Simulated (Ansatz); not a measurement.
# FH₂SSi radical: a ladder of functionals and wavefunction methods

Aim: compute FH₂SSi radical with functionals from several rungs and with coupled cluster, and see how far each lands from CCSD(T) at the basis-set limit for the atomisation energy.

The runs use Ansatz 0.2.0, Gaussian basis; functionals in def2-TZVPP, the program's frozen cores in correlated methods.

Plan: LDA (SPW92), PBE-D4, revPBE-D4, BLYP-D4, r2SCAN-D4, B97M-V, PBE0-D4, B3LYP-D4, r2SCANh-D4, r2SCAN0-D4, HSE06-D4, BHLYP-D4, CAM-B3LYP-D4, LC-ωPBE, ωB97X-V, ωB97M-V, B2PLYP, PBE-QIDH; CCSD(T)/def2-SVP; CCSD(T)/def2-TZVPP; MP2/def2-QZVPP; extrapolation to the limit; RPA on PBE.

## Step 1: The geometry

An earlier PBE0-D4 in a triple-zeta def2 set relaxation fixed the geometry.

5 atoms, charge 0, spin multiplicity 2.

Atoms are counted from 1 here; the program's logs count them from 0.

Bond lengths: F1–Si2 1.596 Å, Si2–S3 2.099 Å, Si2–H4 1.482 Å, Si2–H5 1.482 Å. Angles: F1–Si2–S3 114.0°, F1–Si2–H4 107.4°, F1–Si2–H5 107.4°, S3–Si2–H4 107.4°, S3–Si2–H5 107.4°, H4–Si2–H5 113.3°.

## Step 2: LDA

This LDA is Slater exchange with PW92 correlation.

The input, in.yaml:

```yaml
crystal:
  periodic: [false, false, false]
  atoms:
    - {symbol: F, position_ang: [-0.324302, -0.023336, 1.585377]}
    - {symbol: Si, position_ang: [0.085950, -0.081031, 0.044548]}
    - {symbol: S, position_ang: [-1.147981, 1.061321, -1.210969]}
    - {symbol: H, position_ang: [-0.023491, -1.493141, -0.391008]}
    - {symbol: H, position_ang: [1.459724, 0.462587, -0.069348]}
basis:
  gaussian: {orbitals: def2-TZVPP}
magnetization: {spin_polarized: true, initial_magnetization: 1}
hamiltonian: {xc: lda}
output: {orbitals: {seedname: orbitals}}
```

Further steps of the session: PBE-D4 (GGA); revPBE-D4 (GGA); BLYP-D4 (GGA); r2SCAN-D4 (meta-GGA); B97M-V (meta-GGA); PBE0-D4 (hybrid); B3LYP-D4 (hybrid); r2SCANh-D4 (hybrid); r2SCAN0-D4 (hybrid); HSE06-D4 (hybrid); BHLYP-D4 (hybrid); CAM-B3LYP-D4 (range-separated); LC-ωPBE-D4 (range-separated); ωB97X-V (range-separated); ωB97M-V (range-separated); B2PLYP (double hybrid); PBE-QIDH (double hybrid); CCSD(T) in def2-SVP; CCSD(T) in def2-TZVPP; MP2 in def2-QZVPP; RPA on PBE orbitals.

Before running them: what should the planned runs give, taken together? Wanted: atomisation energy, CCSD(T)/CBS; farthest beyond LDA; mean size of error, GGA; mean size of error, meta-GGA; mean size of error, hybrid; mean size of error, range-separated; mean size of error, double hybrid; gap, smallest and largest; T1 diagnostic.

The runs gave:

| quantity | value |
| --- | --- |
| atomisation energy, CCSD(T)/CBS | 16.193 eV |
| functionals within 0.081 eV (0.5 %) | PBE-D4, r2SCAN-D4, r2SCANh-D4, CAM-B3LYP-D4, ωB97M-V |
| farthest beyond LDA | BHLYP-D4 (-0.503 eV) |
| mean size of error, GGA | 0.178 eV |
| mean size of error, meta-GGA | 0.101 eV |
| mean size of error, hybrid | 0.237 eV |
| mean size of error, range-separated | 0.092 eV |
| mean size of error, double hybrid | 0.277 eV |
| gap, smallest and largest | 0.29 eV (LDA (SPW92)), 8.43 eV (LC-ωPBE) |
| T1 diagnostic | 0.0137 |
| triples share of the correlation energy | 3.3 % |

**Reading.** LDA overbinds by 2.101 eV (13 %). PBE-D4 is off by +0.023 eV. Double hybrids carry the basis error of their MP2 part in triple zeta, and no dispersion term here, so their miss is partly the set-up's. By mean error the best rung here is range-separated (0.092 eV) and the worst beyond LDA is double hybrid (0.277 eV). The gap between the best rungs is small, so their order is not settled. Misses under about 0.081 eV are within the doubt on the reference itself, which lacks core-valence correlation, relativity and higher excitations. Hartree-Fock recovers 75 % of the binding; the rest is correlation. CCSD(T) in def2-SVP is off by -1.578 eV, so the small basis spoils what the method gains. Orbital gaps span 0.3 to 8.4 eV; exact exchange widens them.
